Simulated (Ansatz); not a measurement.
## How far each method lies from full CI for AlGa, singlet

Geometry: a point of a stretch scan, not a stationary point.

```yaml
atoms:
  - { symbol: Al, position_ang: [0.0000, 0.0000, 0.0000] }
  - { symbol: Ga, position_ang: [0.0000, 0.0000, 3.2540] }
```

Basis cc-pVDZ; Ansatz 0.2.0. Correlated methods freeze the noble-gas cores and the filled d shells of p-block atoms, which leaves 6 electrons in 26 orbitals. R marks a restricted (for open shells ROHF) determinant, U an unrestricted one. Active spaces: pair = (2e, 2o) about the gap; valence = (6e, 8o) chosen from the atoms' valence shells. No spin–orbit coupling is included, and no scalar relativity.

Full CI is exact within this basis and frozen core; it isn't the basis-set limit. The frozen core follows each run's orbitals, which can shift R against U totals by a few meV for light atoms and by up to 0.1 eV past Ca.

- UHF ⟨S²⟩: 1.025
- T1 diagnostic (RCCSD): 0.0188
- largest doubles amplitude (RCCSD): 0.155

```csv
level,E − E(full CI) (mEh),share of correlation (%),wall time
RHF,121.31,0.00,–
RMP2,40.17,66.89,–
CISD,14.45,88.09,0.78 s
RCCSD,5.50,95.46,–
RCCSD(T),1.90,98.44,1.2 s
BCCD(T),1.90,98.44,0.87 s
RCCSDT,0.62,99.49,–
RCCSDT(Q),0.21,99.83,2 s
RCCSDTQ,0.03,99.97,9 s
```

The correlation energy at full CI, counted from RHF, is -3.301 eV. That run took 11 s on 1 thread of Arm Neoverse V2, shared host over 1,690,944 determinants.

Run but not shown, since their state or frozen core can't be matched to the reference's or they repeat it: UHF, UMP2, UCCSD, UCCSD(T), UCCSDT, UCCSDT(Q), CASSCF (pair space), NEVPT2 (pair space), MRCISD (pair space), MRCISD+Q (pair space), CASSCF (valence space), NEVPT2 (valence space), MRCISD (valence space), MRCISD+Q (valence space).

Times hold each run's SCF and search for its determinant on a shared host, so for small cases they say little of a method's own cost; they ran on 1 thread of Arm Neoverse V2.

The full-CI state has the irrep A1 of C2v, in the program's axes (one component, if the state is degenerate).

Natural occupations of full CI about the gap: 1.913 1.883 1.738 0.100 0.100 0.088 0.046 0.046 0.015 0.015; effectively unpaired electrons, Σ n²(2−n)², 0.40.
